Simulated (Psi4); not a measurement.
# CHClFN (SMILES [H]/N=C(/F)Cl) at MP2/def2-TZVP (density fitting, density fitting for correlation, sweep point 3)

Wanted: a structure relaxation of CHClFN. 

The results are computed with Psi4 1.11.

1 further run of the same task is left out (set aside as unsound or not needed).

### Step 1. The molecule

CHClFN: 5 atoms, total charge 0, spin state singlet. As SMILES, `[H]/N=C(/F)Cl`. The shape is that of a PBE0-D4/def2-TZVP optimisation. The run starts from this shape.

Bond lengths: N1–C2 1.237 Å, C2–F3 1.314 Å, C2–Cl4 1.729 Å, N1–H5 1.013 Å. Angles: N1–C2–F3 121.4°, N1–C2–Cl4 128.7°, F3–C2–Cl4 110.0°, C2–N1–H5 112.7°.

### Step 2. A geometry optimisation at MP2/def2-TZVP (density fitting, density fitting for correlation, sweep point 3)

Contents of calc.in:

```
memory 1600 MB

molecule system {
  N      0.321100     0.940500     0.274400
  C      0.137900    -0.274600     0.128500
  F      0.810300    -1.157400     0.832100
  Cl    -0.953500    -1.081700    -0.943200
  H     -0.266000     1.499600    -0.333300
  units angstrom
  symmetry c1
}

set {
  basis           def2-TZVP
  puream          true
  scf_type        df
  num_frozen_docc 8
  g_convergence   gau_tight
  geom_maxiter    50
}

e_tot = opt('mp2')
print_variables()
```

On the command line:

```console
$ psi4 -n 1 calc.in calc.out
```

calc.out:

```text
[...]
  Running in c1 symmetry.
[...]
  Nuclear repulsion =  151.881150953769293
[...]
  Multiplicity = 1
[...]
  Nalpha       = 20
  Nbeta        = 20
[...]
    Number of basis functions: 136
[...]
   @DF-RHF iter   1:  -651.77531501265878   -3.58995e-01   4.11655e-03 DIIS/ADIIS
[...]
   @DF-RHF iter   9:  -651.90839238259878    2.27374e-13   3.80881e-11 DIIS
[...]
    Orbital Energies [Eh]
    ---------------------
    Doubly Occupied:
       1A   -104.883591     2A    -26.353052     3A    -15.589417
       4A    -11.448328     5A    -10.611643     6A     -8.078594
       7A     -8.076780     8A     -8.076769     9A     -1.683398
      10A     -1.274625    11A     -1.156210    12A     -0.882890
      13A     -0.775147    14A     -0.744690    15A     -0.716119
      16A     -0.642954    17A     -0.548242    18A     -0.522849
      19A     -0.475591    20A     -0.452139
[...]
  @DF-RHF Final Energy:  -651.90839238259878
   => Energetics <=
    Nuclear Repulsion Energy =            151.3980004645538031
    One-Electron Energy =               -1200.6267262440155719
    Two-Electron Energy =                 397.3203333968628499
    Total Energy =                       -651.9083923825987767
[...]
 Multipole Moments:
 ------------------------------------------------------------------------------------
     Multipole            Electronic (a.u.)      Nuclear  (a.u.)        Total (a.u.)
 ------------------------------------------------------------------------------------
 L = 1.  Multiply by 2.5417464519 to convert [e a0] to [Debye]
 Dipole X            :         -0.2894261           -0.2838274           -0.5732535
 Dipole Y            :         -2.8717031            2.9308141            0.0591110
 Dipole Z            :         -0.2006338           -0.3774530           -0.5780869
 Magnitude           :                                                    0.8162709
[...]
  -Total Gradient:
     Atom            X                  Y                   Z
    ------   -----------------  -----------------  -----------------
       1       -0.000000521270     0.000004124128     0.000000837467
       2        0.000003930310    -0.000010298049     0.000003178436
       3       -0.000003424647     0.000005242896    -0.000003687234
       4       -0.000000275460     0.000001205695     0.000000205018
       5        0.000000291075    -0.000000274671    -0.000000533687
[...]
    Final optimized geometry and variables:
    Molecular point group: c1
    Full point group: C1
    Geometry (in Angstrom), charge = 0, multiplicity = 1:
    N            0.474488190606     1.545408720097     0.428356235382
    C            0.284831605340     0.321455975681     0.276193523219
    F            0.961409457428    -0.565132092644     0.984145676507
    CL          -0.806577900515    -0.482402189717    -0.795579302386
    H           -0.121462758370     2.091349184396    -0.187857264945
  Variable Map:
  ----------------------------------------------------------------------------
  "CURRENT CORRELATION ENERGY"           =>      -0.786333204828
  "CURRENT ENERGY"                       =>    -652.694725587426
  "CURRENT REFERENCE ENERGY"             =>    -651.908392382599
[...]
```

Standard output:

```text
Optimizer: Optimization complete!
```

Wall time 47 s (1 thread of Intel Xeon Platinum 8488C (Sapphire Rapids), shared host); peak memory 0.38 GiB.

Step by step:

| step | energy from the first frame kept (eV) | largest force (eV/Å) |
| --- | --- | --- |
| 0 | 0.0000 | 0.7373 |
| 1 | -0.0049 | 0.1817 |
| 2 | -0.0055 | 0.0468 |
| 3 | -0.0055 | 0.0224 |
| 4 | -0.0055 | 0.0299 |
| 5 | -0.0055 | 0.0028 |
| 6 | -0.0055 | 0.0014 |
| 7 | -0.0055 | 0.0006 |

After the run. Bond lengths: N1–C2 1.248 Å, C2–F3 1.321 Å, C2–Cl4 1.728 Å, N1–H5 1.016 Å. Angles: N1–C2–F3 121.0°, N1–C2–Cl4 128.9°, F3–C2–Cl4 110.1°, C2–N1–H5 111.3°.

### Step 3. Results

At MP2/def2-TZVP (density fitting, density fitting for correlation, sweep point 3), 8 core orbitals frozen:

| quantity | value |
| --- | --- |
| total energy at the end | -652.69473 Eh |
| correlation energy (8 core orbitals frozen) | -786.3 mEh |

**Reading.** At the final geometry: Bond lengths: N1–C2 1.248 Å, C2–F3 1.321 Å, C2–Cl4 1.728 Å, N1–H5 1.016 Å. Angles: N1–C2–F3 121.0°, N1–C2–Cl4 128.9°, F3–C2–Cl4 110.1°, C2–N1–H5 111.3°. The optimisation took 8 steps and changed the energy by -0.006 eV.
